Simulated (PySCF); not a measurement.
## Assignment exercise: C5H10O

Mapped SMILES: `[CH3:1][CH2:2][CH2:3][C:4]([CH3:5])=[O:6]` (H(Xn): hydrogen on atom n).

- HF/pcSseg-2 with gauge-including orbitals
- J: B3LYP/pcJ-1 (without the spin–dipole term)
- coordinates at the PBE0-D3(BJ)/def2-SVP level
- program: PySCF 2.14.0 with density-fitted response routines
- in vacuum, equivalent nuclei averaged, one conformer, relativity neglected

Shifts are taken against calculated references (same method and geometry level): TMS for ¹³C (191.47 ppm) and ¹H (31.68 ppm).

Problem. Assign these signals to the numbered atoms. ¹³C{¹H} NMR (computed): δ 214.6 (C), 42.9 (CH2), 29.2 (CH3), 18.6 (CH2), 15.8 (CH3).

Solution. 
| δ (ppm) | atoms | environment | reason |
| --- | --- | --- | --- |
| 214.6 | C4 | ketone carbonyl carbon | low-lying n→π* states of the double bond to the heteroatom give a large paramagnetic term (-275 ppm) |
| 42.9 | C3 | sp3 CH2 α to a carbonyl | α to the electron-withdrawing carbonyl group |
| 29.2 | C5 | methyl carbon α to a carbonyl | the adjacent C=O deshields it moderately |
| 18.6 | C2 | sp3 CH2 | saturated and bonded to C and H only |
| 15.8 | C1 | methyl carbon | aliphatic region, no heteroatom directly attached |

Problem. Assign these signals to the numbered atoms. ¹H NMR (500 MHz, computed): δ 2.02 (s, 3H), 1.99 (t, J = 7.8 Hz, 2H), 1.53 (qt, J = 8.5, 7.8 Hz, 2H), 0.92 (t, J = 8.5 Hz, 3H).

Solution. 
2.02 → H(C5), hydrogen on a methyl carbon α to a carbonyl: α to C=O
1.99 → H(C3), hydrogen on an sp3 CH2 α to a carbonyl: α to C=O
1.53 → H(C2), hydrogen on an sp3 CH2
0.92 → H(C1), hydrogen on a methyl carbon: far from electronegative atoms and π systems

H(C5) and H(C3) lie closer than the usual error of such a calculation, so a measured spectrum could show them in the other order.

Multiplet labels drop couplings under 1 Hz and merge nearly equal ones. Unscaled 3J(H,H) at this level run about 10 % above measured values. Shifts are as computed, not scaled to solution data. Of 1211 compounds with measured shifts, 218 miss one by over three times the rms of a fit or turn the order of signals round; such compounds aren't used in these exercises. Vicinal H,H couplings across rotating CH2–CH2 and CH–CH2 bonds are estimated from the computed gauche and anti values for equal rotamer populations, (2 J gauche + J anti)/3.
